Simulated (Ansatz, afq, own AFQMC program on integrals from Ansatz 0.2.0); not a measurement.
CH2N, doublet: a scan with AFQMC

```xyz
4

N     0.0000    0.0000    0.5594
C     0.0000    0.0000   -0.8396
H     0.0000    0.8569    1.1156
H     0.0000   -0.8569    1.1156
```

The N1–C2 distance is changed with both sides rigid. Energies in mEh count from this geometry (1.399 Å) at the same level; the start stands on UHF, each point on the determinant named.

Basis cc-pVDZ. Noble-gas cores (and the filled d shells of Ga–Kr and In–Xe) are frozen. AFQMC by an in-house program on the Cholesky factors that Ansatz 0.2.0 writes for its CCSD(T) run. The CISD trial takes its coefficients from CCSD amplitudes. Released means that phaseless walkers are propagated on without the constraint, phases kept. Uncertainties: one standard error, sampling alone.

Cautions, each for one point or more: CCSDT(Q) on the ROHF determinant differs, by its state or its frozen core; an unrestricted solution with more broken spin lies lower; higher spins were not checked; raised T1 diagnostic; the ph-AFQMC/CISD walk drifts between its halves; unrestricted determinant spin contaminated; walk and cluster series may follow different spin states.

```json
{"r(N1–C2) / Å": "1.139", "det.": "UHF", "T1": "0.016", "weight": "0.90", "⟨S²⟩": "0.76", "CCSD": "35.7", "PBE0": "27.3", "CCSD(T)": "37.4"}
{"r(N1–C2) / Å": "1.796", "det.": "UHF", "T1": "0.046", "weight": "0.84", "⟨S²⟩": "0.78", "CCSD": "90.4", "PBE0": "93.5", "CCSD(T)": "85.2"}
{"r(N1–C2) / Å": "2.419", "det.": "UHF¶", "T1": "0.022", "weight": "0.89", "⟨S²⟩": "1.76", "CCSD": "166.8", "PBE0": "183.9§", "CCSD(T)": "171.3"}
{"r(N1–C2) / Å": "3.521", "det.": "UHF¶", "T1": "0.007", "weight": "0.90", "⟨S²⟩": "1.76", "CCSD": "180.1", "PBE0": "206.7§", "CCSD(T)": "186.0"}
```

(1) Estimate the curve of phaseless AFQMC with a CISD trial, counted from the same start.

Results:

(1) 
| r(N1–C2) / Å | det. | T1 | weight | ⟨S²⟩ | ph-AFQMC/CISD | released AFQMC | CCSDT(Q) |
| --- | --- | --- | --- | --- | --- | --- | --- |
| 1.139 | UHF | 0.016 | 0.90 | 0.76 | 36.7 ± 0.7 | 36.8 ± 1.1 | 37.9 |
| 1.796 | UHF | 0.046 | 0.84 | 0.78 | 84.7 ± 1.4 | 80.7 ± 2.3* | 82.5 |
| 2.419 | UHF¶ | 0.022 | 0.89 | 1.76 | 167.3 ± 0.9 | 166.0 ± 1.4* | 169.0 |
| 3.521 | UHF¶ | 0.007 | 0.90 | 1.76 | 186.2 ± 0.7 | 186.2 ± 0.9* | 186.8 |

Weight is that of the determinant in the CISD state; at the start T1 is 0.022 and the weight 0.89, and ⟨S²⟩ is 0.77. ¶ marks points with a poor determinant and no full CI, where no value is sure; they don't count among the departures. An asterisk marks released energies that aren't shown to be converged. § marks a functional whose ⟨S²⟩ is too high by over 0.1. Largest departures from phaseless AFQMC with a CISD trial: CCSD(T) 0.7 mEh at 1.139 (on UHF) (within the noise), CCSDT(Q) -2.2 mEh at 1.796 (on UHF) (within the noise), CCSD 5.7 mEh at 1.796 (on UHF), PBE0 -9.3 mEh at 1.139. The walk's constraint bias lies outside its error bars, so these are departures and not errors. Functionals count only at points shown to share the start's state and spin. In this small basis the wave-function levels are far from their limit, so their gap to the functionals isn't the functionals' error.

CCSDT and higher add their correlation energy to the determinant of the CCSD(T) run, since their own runs factorise the integrals more tightly (a shift of under 2 meV). A walk keeps the symmetry of its determinant, which the program's search chose and which needn't be the lowest solution, so a lower state of the same spin and another symmetry isn't excluded.
